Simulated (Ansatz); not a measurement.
# CH3AlO: the cost of one run

Program: Ansatz 0.2.0, driven from Python. The levels of theory stand in the script. These are calculated values, not measurements.

## (1) The structure

Bond lengths: O1–C2 1.266 Å, C2–Al3 1.968 Å, C2–H4 1.055 Å, Al3–H5 1.587 Å, Al3–H6 1.626 Å. Angles: O1–C2–Al3 121.4°, O1–C2–H4 119.4°, Al3–C2–H4 119.0°, C2–Al3–H5 120.6°, C2–Al3–H6 119.4°, H5–Al3–H6 119.9°.

No structure file is read: the coordinates are typed or built in the script.

## (2) The code

Input file ch3alo.py:

```python
# -*- coding: utf-8 -*-
"""Relax CH3AlO cheaply, then refine its energy."""

import itertools
import logging
import sys

import ansatz as az
from ase.data import atomic_numbers, covalent_radii
import numpy as np

logging.basicConfig(stream=sys.stdout, format="%(levelname)s:%(name)s:%(message)s")
logger = logging.getLogger("run")
logger.setLevel(logging.INFO)

GEOMETRY = """
O     0.23630   -1.73630    0.99580
C    -0.12880   -1.05990   -0.01020
Al    0.04770    0.90030   -0.04610
H    -0.44260   -1.56050   -0.88370
H    -0.32760    1.72150   -1.35110
H     0.65710    1.67100    1.24920
"""

molecule = az.Crystal.molecule()
for line in GEOMETRY.strip().splitlines():
    symbol, *xyz = line.split()
    molecule = molecule.atom(symbol, [float(v) for v in xyz])

calc = (
    molecule.calculation()
    .basis(gaussian="def2-SVP")
    .functional("b3lyp", dispersion="d3bj")
)
symbols = [site.symbol for site in molecule.cartesian_sites]
start = np.array([site.position_ang for site in molecule.cartesian_sites], dtype=float)
data = calc.relax(force_tolerance=0.01).run(threads=1, pin="off").report
end = np.array(data["positions_ang"])
# pairs closer than 1.2 times the sum of covalent radii, before or after
radius = [covalent_radii[atomic_numbers[s]] for s in symbols]
span = lambda where, i, j: np.linalg.norm(where[i] - where[j])
bonded = [(i, j) for i, j in itertools.combinations(range(len(symbols)), 2) if min(span(start, i, j), span(end, i, j)) < 1.2 * (radius[i] + radius[j])]
logger.info("pair        before    after (A)")
for i, j in bonded:
    print(f"{symbols[i]}{i}-{symbols[j]}{j}".ljust(10), f"{span(start, i, j):8.4f} {span(end, i, j):8.4f}")
for first, second in list(itertools.combinations(bonded, 2)):
    shared = set(first) & set(second)
    if shared and symbols[(j := shared.pop())] != "H":
        i, k = sorted((set(first) | set(second)) - {j})
        u, v = end[i] - end[j], end[k] - end[j]
        angle = np.degrees(np.arccos(np.clip(u @ v / np.linalg.norm(u) / np.linalg.norm(v), -1, 1)))
        logger.info(f"final angle {symbols[i]}{i}-{symbols[j]}{j}-{symbols[k]}{k}: {angle:.2f} deg")

minimum = az.Crystal.molecule()
for symbol, place in zip(symbols, end):
    minimum = minimum.atom(symbol, place.tolist())
at_minimum = minimum.calculation()
# MP2 extrapolated to the basis limit, plus the small-basis difference CCSD(T) - MP2
level = lambda method, basis: at_minimum.basis(gaussian=basis).correlation(method).run(threads=1, pin="off").report
small, large, cluster = level("mp2", "cc-pVDZ"), level("mp2", "cc-pVTZ"), level("ccsd_t", "cc-pVDZ")
corr = lambda each: (each["free_energy_ev"] - each["reference_energy_ev"]) / 27.211386246
mp2_limit = (27 * corr(large) - 8 * corr(small)) / 19
pieces = {"HF / cc-pVTZ": large["reference_energy_ev"] / 27.211386246, "MP2 correlation, DZ-TZ limit": mp2_limit, "CCSD(T) - MP2 / cc-pVDZ": corr(cluster) - corr(small)}
for name, value in pieces.items():
    logger.info(f"{name:32s} {value:14.6f} Ha")
logger.info(f"{'sum':32s} {sum(pieces.values()):14.6f} Ha")
print("T1 diagnostic", round(cluster["correlation"]["coupled_cluster"]["t1_diagnostic"], 4))
```

## (3) The input behind the calls

The engine receives this input (first run):

```yaml
crystal:
  periodic: [false, false, false]
  atoms:
    - { symbol: O, position_ang: [0.2363, -1.7363, 0.9958] }
    - { symbol: C, position_ang: [-0.1288, -1.0599, -0.0102] }
    - { symbol: Al, position_ang: [0.0477, 0.9003, -0.0461] }
    - { symbol: H, position_ang: [-0.4426, -1.5605, -0.8837] }
    - { symbol: H, position_ang: [-0.3276, 1.7215, -1.3511] }
    - { symbol: H, position_ang: [0.6571, 1.671, 1.2492] }
basis:
  gaussian:
    orbitals: def2-SVP
hamiltonian:
  xc: b3lyp
  dispersion: d3bj
relax:
  f_tol: 0.01
```

## (4) Launch

On the command line:

```
$ python ch3alo.py
```

**Question.** How long does this script take on 1 thread of Intel Xeon Platinum 8375C at 2.90GHz (Ice Lake), shared host, and how much memory does it need?

About 20 s, with a peak of 0.28 GiB.
